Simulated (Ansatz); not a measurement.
# C₄H₈O: one species, many methods

Aim: compute C₄H₈O with functionals from several rungs and with coupled cluster. The yardstick is the atomisation energy at the CCSD(T) limit.

The runs use Ansatz 0.2.0, Gaussian basis; functionals in def2-TZVPP, the program's frozen cores in correlated methods.

The runs, in order: LDA (SPW92), PBE-D4, revPBE-D4, BLYP-D4, r2SCAN-D4, B97M-V, PBE0-D4, B3LYP-D4, r2SCANh-D4, r2SCAN0-D4, HSE06-D4, BHLYP-D4, CAM-B3LYP-D4, LC-ωPBE, ωB97X-V, ωB97M-V, B2PLYP, PBE-QIDH; CCSD(T)/def2-SVP; CCSD(T)/def2-TZVPP; MP2/def2-QZVPP; extrapolation to the limit; RPA on PBE.

**1. The relaxed structure**

All runs share one geometry, relaxed beforehand with PBE0-D4 in a triple-zeta def2 set.

SMILES `CC(C)=CO`, 13 atoms, charge 0, spin multiplicity 1.

Atoms are counted from 1 here; the program's logs count them from 0.

Bond lengths: C1–C2 1.493 Å, C1–H6 1.089 Å, C1–H7 1.096 Å, C1–H8 1.096 Å, C2–C3 1.494 Å, C2–C4 1.329 Å, C3–H9 1.096 Å, C3–H10 1.092 Å, C3–H11 1.096 Å, C4–O5 1.366 Å, C4–H12 1.087 Å, O5–H13 0.958 Å. Angles: C2–C1–H6 111.8°, C2–C1–H7 110.7°, C2–C1–H8 110.7°, H6–C1–H7 108.3°, H6–C1–H8 108.4°, H7–C1–H8 106.6°, C1–C2–C3 117.3°, C1–C2–C4 122.4°, C3–C2–C4 120.3°, C2–C3–H9 111.1°, C2–C3–H10 111.9°, C2–C3–H11 111.1°, H9–C3–H10 107.9°, H9–C3–H11 106.6°, H10–C3–H11 107.9°, C2–C4–O5 122.7°, C2–C4–H12 121.3°, O5–C4–H12 116.0° and more.

Coordinates:

```xyz
13
C4H8O
C    -1.4344   -0.1648   -0.2331
C     0.0395   -0.0913   -0.0040
C     0.8046   -1.3735   -0.0465
C     0.6670    1.0568    0.2301
O     0.0165    2.2572    0.2793
H    -1.9021    0.8176   -0.1809
H    -1.6534   -0.5993   -1.2148
H    -1.9107   -0.8136    0.5102
H     0.4361   -2.0785    0.7072
H     1.8708   -1.2182    0.1316
H     0.6937   -1.8676   -1.0184
H     1.7410    1.0895    0.3944
H     0.6518    2.9509    0.4600
```

**2. LDA**

This LDA is Slater exchange with PW92 correlation.

The input, in.yaml:

```yaml
crystal:
  periodic: [false, false, false]
  atoms:
    - {symbol: C, position_ang: [-1.434388, -0.164800, -0.233140]}
    - {symbol: C, position_ang: [0.039513, -0.091252, -0.004029]}
    - {symbol: C, position_ang: [0.804645, -1.373504, -0.046535]}
    - {symbol: C, position_ang: [0.666952, 1.056795, 0.230092]}
    - {symbol: O, position_ang: [0.016548, 2.257165, 0.279252]}
    - {symbol: H, position_ang: [-1.902099, 0.817565, -0.180885]}
    - {symbol: H, position_ang: [-1.653390, -0.599291, -1.214825]}
    - {symbol: H, position_ang: [-1.910735, -0.813623, 0.510202]}
    - {symbol: H, position_ang: [0.436115, -2.078488, 0.707220]}
    - {symbol: H, position_ang: [1.870817, -1.218217, 0.131582]}
    - {symbol: H, position_ang: [0.693719, -1.867582, -1.018416]}
    - {symbol: H, position_ang: [1.741044, 1.089498, 0.394362]}
    - {symbol: H, position_ang: [0.651758, 2.950935, 0.460020]}
basis:
  gaussian: {orbitals: def2-TZVPP}
hamiltonian: {xc: lda}
output: {orbitals: {seedname: orbitals}}
```

Run with:

```
ansatz run in.yaml --threads 4 --pin off --events-out ev --progress --plain --max-ram 10444MiB
```

Further steps of the session: PBE-D4 (GGA); revPBE-D4 (GGA); BLYP-D4 (GGA); r2SCAN-D4 (meta-GGA); B97M-V (meta-GGA); PBE0-D4 (hybrid); B3LYP-D4 (hybrid); r2SCANh-D4 (hybrid); r2SCAN0-D4 (hybrid); HSE06-D4 (hybrid); BHLYP-D4 (hybrid); CAM-B3LYP-D4 (range-separated); LC-ωPBE (range-separated); ωB97X-V (range-separated); ωB97M-V (range-separated); B2PLYP (double hybrid); PBE-QIDH (double hybrid); CCSD(T) in def2-SVP; CCSD(T) in def2-TZVPP; MP2 in def2-QZVPP; RPA on PBE orbitals.

Before running them: what should the planned runs give, taken together? Wanted: atomisation energy, CCSD(T)/CBS; farthest beyond LDA; mean size of error, GGA; mean size of error, meta-GGA; mean size of error, hybrid; mean size of error, range-separated; mean size of error, double hybrid; gap, smallest and largest; T1 diagnostic.

As calculated:

| quantity | value |
| --- | --- |
| atomisation energy, CCSD(T)/CBS | 1259.1 kcal/mol |
| functionals within 6.3 kcal/mol (0.5 %) | revPBE-D4, BLYP-D4, r2SCAN-D4, B97M-V, B3LYP-D4, r2SCANh-D4, LC-ωPBE, ωB97X-V, ωB97M-V, PBE-QIDH |
| farthest beyond LDA | BHLYP-D4 (-35.3 kcal/mol) |
| mean size of error, GGA | 11.0 kcal/mol |
| mean size of error, meta-GGA | 3.2 kcal/mol |
| mean size of error, hybrid | 12.0 kcal/mol |
| mean size of error, range-separated | 2.7 kcal/mol |
| mean size of error, double hybrid | 6.8 kcal/mol |
| gap, smallest and largest | 4.76 eV (BLYP-D4), 11.79 eV (LC-ωPBE) |
| T1 diagnostic | 0.0109 |
| triples share of the correlation energy | 3.9 % |

**Reading.** The LDA atomisation energy is off by 185.9 kcal/mol (15 %): it overbinds. PBE-D4 misses by +31.8 kcal/mol. Double hybrids carry the basis error of their MP2 part in triple zeta, and no dispersion term here, so their miss is partly the set-up's. The rungs range-separated, meta-GGA miss on average by less than the doubt on the reference (6.3 kcal/mol), so they tie. The reference freezes the cores and leaves out relativity and excitations past (T), so misses under about 6.3 kcal/mol can't be ranked. Hartree-Fock recovers 74 % of the binding; the rest is correlation. CCSD(T) in def2-SVP is off by -51.3 kcal/mol, worse than the median functional, from the basis alone. The gap grows from 4.8 to 11.8 eV across the functionals, mostly with the share of exact exchange.
